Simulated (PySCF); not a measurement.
PySCF input:

```python
from pyscf import gto, scf, dft

mol = gto.M(
    atom='''
    C     0.00000000    0.00000000    0.00000000
    F     0.76292155    0.76566412    0.76815773
    F    -0.78426309   -0.74930884    0.76277441
    F    -0.74667016    0.76533291   -0.78428715
    F     0.76801170   -0.78168819   -0.74664498
    ''',
    basis='def2-tzvpd',
    charge=0,
    spin=0,
    verbose=4,
)

mf = scf.RHF(mol).density_fit(auxbasis='def2-universal-jkfit')
mf.conv_tol = 1e-9
mf.max_cycle = 100
mf.max_memory = 1500
mf.kernel()
if not mf.converged:
    mf = mf.newton()
    mf.kernel(mf.make_rdm1())
mf.analyze()
```

Question: Which total energy does the run end on?

Answer: -435.83909 Eh (HF/def2-TZVPD).
